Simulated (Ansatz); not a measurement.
# AlBClH2 radical (SMILES [BH2][Al][Cl]): functionals against CCSD(T) at one geometry

How do the functionals fare away from a minimum? The structure is a structure displaced at random from a GFN2-xTB minimum.

The runs use Ansatz 0.2.0, Gaussian basis; single points in def2-TZVPP.

Correlated methods freeze the cores. Orbitals are unrestricted.

## Step 1: Where the work starts

SMILES `[BH2][Al][Cl]`, 5 atoms, charge 0, spin multiplicity 2.

Atoms are counted from 1 here; the program's logs count them from 0.

Bond lengths: B1–Al2 2.003 Å, B1–H4 1.372 Å, B1–H5 1.230 Å, Al2–Cl3 1.951 Å. Angles: Al2–B1–H4 124.7°, Al2–B1–H5 120.8°, H4–B1–H5 114.5°, B1–Al2–Cl3 172.6°.

As a file:

```
B    -0.50410    0.56350   -0.44350
Al    0.67940   -0.84120    0.35470
Cl    1.98930   -2.02220    1.18800
H    -1.71220    0.31710   -1.04590
H    -0.17220    1.74830   -0.43080
```

## Step 2: CCSD(T)/def2-TZVPP

Input file run/in.yaml:

```yaml
crystal:
  periodic: [false, false, false]
  atoms:
    - {symbol: B, position_ang: [-0.504100, 0.563500, -0.443500]}
    - {symbol: Al, position_ang: [0.679400, -0.841200, 0.354700]}
    - {symbol: Cl, position_ang: [1.989300, -2.022200, 1.188000]}
    - {symbol: H, position_ang: [-1.712200, 0.317100, -1.045900]}
    - {symbol: H, position_ang: [-0.172200, 1.748300, -0.430800]}
basis:
  gaussian: {orbitals: def2-TZVPP}
magnetization: {spin_polarized: true, initial_magnetization: 1}
correlation: {method: ccsd_t}
scf: {omitted_lower_state_checks: [cluster_reference]}
output: {forces: true}
```

No record of the launch command was kept for these runs.

## Step 3: PBE0-D4/def2-TZVPP

run/in.yaml: that of step 2 with these lines changed.

```diff
@@ -11,4 +11,3 @@
 magnetization: {spin_polarized: true, initial_magnetization: 1}
-correlation: {method: ccsd_t}
-scf: {omitted_lower_state_checks: [cluster_reference]}
-output: {forces: true}
+hamiltonian: {xc: pbe0, dispersion: d4}
+output: {forces: true, orbitals: {seedname: orbitals}}
```

## Step 4: wB97M-V/def2-TZVPP

run/in.yaml: that of step 3 with these lines changed.

```diff
@@ -11,3 +11,3 @@
 magnetization: {spin_polarized: true, initial_magnetization: 1}
-hamiltonian: {xc: pbe0, dispersion: d4}
-output: {forces: true, orbitals: {seedname: orbitals}}
+hamiltonian: {xc: {name: wB97M-V}}
+output: {forces: true}
```

## Step 5: r2SCAN-D4/def2-TZVPP

run/in.yaml: that of step 4 with these lines changed.

```diff
@@ -11,3 +11,3 @@
 magnetization: {spin_polarized: true, initial_magnetization: 1}
-hamiltonian: {xc: {name: wB97M-V}}
+hamiltonian: {xc: r2scan, dispersion: d4}
 output: {forces: true}
```

## Step 6: PBE-D4/def2-TZVPP

run/in.yaml: that of step 5 with these lines changed.

```diff
@@ -11,3 +11,3 @@
 magnetization: {spin_polarized: true, initial_magnetization: 1}
-hamiltonian: {xc: r2scan, dispersion: d4}
+hamiltonian: {xc: pbe, dispersion: d4}
 output: {forces: true}
```

## Step 7: r2SCANh-D4/def2-TZVPP

run/in.yaml: that of step 6 with these lines changed.

```diff
@@ -11,3 +11,3 @@
 magnetization: {spin_polarized: true, initial_magnetization: 1}
-hamiltonian: {xc: pbe, dispersion: d4}
+hamiltonian: {xc: {name: r2SCANh}, dispersion: d4}
 output: {forces: true}
```

## Step 8: SPW92/def2-TZVPP

run/in.yaml: that of step 7 with these lines changed.

```diff
@@ -11,3 +11,3 @@
 magnetization: {spin_polarized: true, initial_magnetization: 1}
-hamiltonian: {xc: {name: r2SCANh}, dispersion: d4}
+hamiltonian: {xc: lda}
 output: {forces: true}
```

(Steps that only read results are left out.)

What does the calculation give? Wanted: energy less free atoms, CCSD(T)/def2-TZVPP; RMS force component; RMS force error; HOMO and LUMO, PBE0-D4; T1 diagnostic.

As calculated:

| quantity | value |
| --- | --- |
| energy less free atoms, CCSD(T)/def2-TZVPP | -1282.4 kJ/mol |
| RMS force component | 1.424 to 1.562 eV/Å over the methods |
| RMS force error | PBE0-D4 0.076, wB97M-V 0.074, r2SCAN-D4 0.067, PBE-D4 0.102, r2SCANh-D4 0.074, SPW92 0.186 eV/Å |
| HOMO and LUMO, PBE0-D4 | -5.27 and -2.25 eV |
| T1 diagnostic | 0.016 |

In words: Against CCSD(T) the functionals' energies less atoms differ by -237.8 to -51.1 kJ/mol, PBE-D4 by -80.8 kJ/mol. CCSD(T) in triple zeta still lacks some correlation energy of the bonds, so part of these gaps is its own basis error and they don't rank the functionals. The forces of r2SCAN-D4 come nearest to CCSD(T), those of SPW92 are farthest. Frozen-core CCSD(T) forces in triple zeta carry basis errors of their own, and this is one geometry, so small gaps rank nothing.
